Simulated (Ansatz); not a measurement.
Geometry optimisation, RHF/def2-SVP in Ansatz.

input.yaml

```yaml
crystal:
  periodic: [false, false, false]
  atoms:
    - { symbol: Si, position_ang: [-0.221152, -0.310204, -0.12202] }
    - { symbol: H, position_ang: [-0.255333, -0.423488, 1.334625] }
    - { symbol: H, position_ang: [1.150429, -0.070774, -0.591563] }
    - { symbol: Cl, position_ang: [-1.443755, 1.271934, -0.692411] }
    - { symbol: H, position_ang: [-0.759661, -1.521865, -0.772193] }
    - { symbol: Si, position_ang: [1.173762, 2.501807, 1.293008] }
    - { symbol: H, position_ang: [2.423986, 2.729947, 2.059642] }
    - { symbol: H, position_ang: [1.489235, 2.539398, -0.148215] }
    - { symbol: H, position_ang: [0.199963, 3.564026, 1.62807] }
    - { symbol: H, position_ang: [0.628726, 1.19662, 1.675355] }
basis:
  gaussian: { orbitals: def2-SVP }
hamiltonian:
  xc: hf
relax:
  f_tol: 0.03
  max_steps: 50
```

Run as:

```bash
$ ansatz run input.yaml --threads 1 --pin off --max-ram 2048MiB --backend cpu --events-out ev --progress --plain --runs-dir out
```

Question: Where does it end, and by what steps?

Answer: The run converged. The force dipped under the threshold on the way, but the program's further checks kept it going. After 13 steps the energy has fallen by 0.426 eV; H7 moved furthest, 1.02 Å.

```json
{"step": "0", "energy less start (eV)": "0.0000", "largest force component (eV/Å)": "0.743", "accepted": "yes"}
{"step": "1", "energy less start (eV)": "-0.2373", "largest force component (eV/Å)": "0.256", "accepted": "yes"}
{"step": "2", "energy less start (eV)": "-0.3101", "largest force component (eV/Å)": "0.243", "accepted": "yes"}
{"step": "3", "energy less start (eV)": "-0.3853", "largest force component (eV/Å)": "0.295", "accepted": "yes"}
{"step": "4", "energy less start (eV)": "-0.4049", "largest force component (eV/Å)": "0.238", "accepted": "yes"}
{"step": "5", "energy less start (eV)": "-0.4180", "largest force component (eV/Å)": "0.068", "accepted": "yes"}
{"step": "6", "energy less start (eV)": "-0.4215", "largest force component (eV/Å)": "0.029", "accepted": "yes"}
{"step": "7", "energy less start (eV)": "-0.4193", "largest force component (eV/Å)": "0.205", "accepted": "no"}
{"step": "8", "energy less start (eV)": "-0.4235", "largest force component (eV/Å)": "0.045", "accepted": "yes"}
{"step": "9", "energy less start (eV)": "-0.4242", "largest force component (eV/Å)": "0.086", "accepted": "yes"}
{"step": "10", "energy less start (eV)": "-0.4250", "largest force component (eV/Å)": "0.059", "accepted": "yes"}
{"step": "11", "energy less start (eV)": "-0.4255", "largest force component (eV/Å)": "0.002", "accepted": "yes"}
{"step": "12", "energy less start (eV)": "-0.4258", "largest force component (eV/Å)": "0.010", "accepted": "yes"}
{"step": "13", "energy less start (eV)": "-0.4259", "largest force component (eV/Å)": "0.026", "accepted": "yes"}
```

```xyz
10
Properties=species:S:1:pos:R:3
Si -0.546 -0.863 -0.357
H -0.748 -1.258 1.048
H 0.889 -0.874 -0.697
Cl -1.271 1.068 -0.609
H -1.295 -1.760 -1.256
Si 1.467 3.034 1.503
H 2.497 3.706 2.332
H 1.860 3.112 0.078
H 0.162 3.702 1.708
H 1.371 1.612 1.915
```

The run took 19 s on 1 thread of Arm Neoverse V2 (shared host), peak memory 0.16 GiB.
